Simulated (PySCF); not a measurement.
O2S.

```xyz
3

O      0.0000    -1.2308    -0.3637
S      0.0000     0.0000     0.3637
O      0.0000     1.2308    -0.3637
```
Charge 0, spin multiplicity 1.

Geometry: ωB97X-D3(BJ)/def2-TZVP.

These are PySCF with PBE0/pcSseg-2 values and carry that method's errors. Non-relativistic, no solvent.

Computed absolute GIAO shielding of each atom: isotropic value and principal components (ppm):
```csv
atom,σ(iso),σ11,σ22,σ33,span
O1,-299.2,-845.4,-139.8,87.5,932.9
S2,-274.7,-563.5,-240.8,-20.0,543.6
O3,-299.2,-845.4,-139.8,87.5,932.9
```
